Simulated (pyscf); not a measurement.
Thermochemistry of product channels of H₃Ge–GeH(GeH₃)–GeH₃ (SMILES [GeH3][GeH]([GeH3])[GeH3]) + HF (SMILES F) on the singlet surface, in eV, from ωB97M-D3(BJ)/def2-TZVP energies (ideal gas, 1 atm, RRHO with modes under 100 cm⁻¹ raised to 100, one conformer, R ln 2 for chiral ones without a mode under 150 cm⁻¹). Single points on ωB97X-D3(BJ)/def2-SVP structures (PySCF, gas phase).

| products | ΔE | ΔH(298 K) | ΔG(298 K) | ΔG(600 K) |
|---|---|---|---|---|
| F–Ge(GeH₃)(GeH₃)–GeH₃ (SMILES [F][Ge]([GeH3])([GeH3])[GeH3]) + H₂ (SMILES [H][H]) | -0.28 | -0.38 | -0.33 | -0.28 |
| F–GeH(GeH₃)–GeH₃ (SMILES [F][GeH]([GeH3])[GeH3]) + GeH₄ (SMILES [GeH4]) | (withheld) | -0.24 | -0.28 | -0.30 |

Task: Fill in the missing entries.

Result: 
- F–GeH(GeH₃)–GeH₃ (SMILES [F][GeH]([GeH3])[GeH3]) + GeH₄ (SMILES [GeH4]), ΔE: -0.18

These are energies of the channels, which say nothing of barriers. Elements up to Kr have no core potential and no relativistic terms here.
